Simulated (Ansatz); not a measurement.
PH2⁺, quintet: the ladder up to full CI

Geometry: that of the PH2⁺, triplet, kept fixed. The singlet lies 9.2 eV lower here.

```xyz
3

P     0.0000   -0.0418    0.0000
H     0.0000    0.6425   -1.2397
H     0.0000    0.6425    1.2397
```

Basis cc-pVDZ; Ansatz 0.2.0. Only valence electrons are correlated (noble-gas cores frozen), which leaves 6 electrons in 23 orbitals. R marks a restricted (for open shells ROHF) determinant, U an unrestricted one. Active spaces: valence = (6e, 6o) chosen from the atoms' valence shells.

Full CI is exact within this basis and frozen core; it isn't the basis-set limit. The frozen core follows each run's orbitals, which can shift R against U totals by a few meV.

For open shells CISD and CISDTQ are restricted-active-space CI with the open shells as a complete middle space.

The UHF ⟨S²⟩ is 6.004, the T1 diagnostic (RCCSD) is 0.0185 and the largest doubles amplitude (RCCSD) is 0.088. The T1 diagnostic (UCCSD) is 0.0169.

```json
{"level": "UHF", "E − E(RHF) (eV)": "-0.0735"}
{"level": "RMP2", "E − E(RHF) (eV)": "-1.9984"}
{"level": "UMP2", "E − E(RHF) (eV)": "-1.9858"}
{"level": "RCCSD", "E − E(RHF) (eV)": "-2.5791"}
{"level": "UCCSD", "E − E(RHF) (eV)": "-2.5796"}
{"level": "RCCSD(T)", "E − E(RHF) (eV)": "-2.6389"}
{"level": "UCCSD(T)", "E − E(RHF) (eV)": "-2.6389"}
```

Estimate how far full CI in cc-pVDZ lies from RCCSD(T). The table doesn't fix it; the size of (T) and the diagnostics are the guide.

Full CI in cc-pVDZ lies 1.9 kJ/mol below RCCSD(T), which is 34 % of the (T) step (-5.8 kJ/mol). The diagnostics give no warning, yet the rest is a sizeable part of (T).

The other levels:

```
                     level  E − E(full CI) (kJ/mol)  share of correlation (%)  wall time
                      CISD                      7.6                     97.03      2.6 s
                   BCCD(T)                      2.1                     99.19        3 s
                    RCCSDT                      0.4                     99.86          –
                    UCCSDT                      0.3                     99.87          –
                    CISDTQ                      0.0                     99.99       12 s
                 RCCSDT(Q)                      0.1                     99.97        7 s
                 UCCSDT(Q)                      0.1                     99.98        7 s
                   RCCSDTQ                      0.0                    100.00       34 s
    CASSCF (valence space)                    201.6                     21.44          –
    NEVPT2 (valence space)                     48.5                     81.09      2.1 s
NEVPT4(SD) (valence space)                      3.4                     98.69      3.5 s
    MRCISD (valence space)                      7.9                     96.93          –
  MRCISD+Q (valence space)                     -1.2                    100.45      2.7 s
```

The correlation energy at full CI, counted from RHF, is -2.659 eV. That run took 16 s on 1 thread of Intel Xeon, shared host over 194,380 determinants.

Times hold each run's SCF and search for its determinant on a shared host, so for small cases they say little of a method's own cost; they ran on 1 thread of Intel Xeon.

Not variational, and here over 5 meV under the exact energy: MRCISD+Q (valence space).

The full-CI state has the irrep A2 of C2v, in the program's axes.

Natural occupations of full CI about the gap: 1.932 1.017 0.990 0.988 0.978 0.031 0.010 0.010 0.010 0.009; effectively unpaired electrons, Σ n²(2−n)², 4.02.
